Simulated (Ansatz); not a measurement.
A made-up structure of CH2BO (charge +1), closed shell:

```tsv
atom	x (Å)	y (Å)	z (Å)
B1	-0.3733	0.5094	-0.4152
C2	0.5201	-0.7098	0.5785
O3	1.1327	-1.5458	1.2599
H4	-1.0160	-0.0066	-1.4528
H5	-0.2636	1.7528	0.0296
```

It is relaxed with PBE-D4/def2-SVP and then PBE0-D4/def2-TZVP (Ansatz 0.2.0). Atoms count as bonded within 1.22 times the sum of their covalent radii (H–H: 0.88 Å). The end point is not checked to be a true minimum.

(1) Does its bonding change? (A judgement: the text doesn't fix the answer.)

## Answers

(1) By the calculation: No: no bond forms or breaks.

Where it ends: The first stage lowers the energy by 1.15 eV in 5 steps. It ends as CH₂BO ([BH2][C][O]), total charge +1:
B1  (-0.333, 0.455, -0.371)
C2  (0.464, -0.634, 0.517)
O3  (1.011, -1.380, 1.125)
H4  (-0.907, -0.006, -1.297)
H5  (-0.235, 1.565, 0.026)
(Å)

Labels in which every atom is bracketed show which atoms are joined, not bond orders.

For scale, one of the runs: PBE0-D4/def2-TZVP relaxation, 105 basis functions, launched by `ansatz run in.yaml --threads 2 --pin off --events-out ev --progress --plain --max-ram 4352MiB`. Hardware: 2 CPU threads of an Arm Neoverse V1, shared host. Wall time about 6 s.
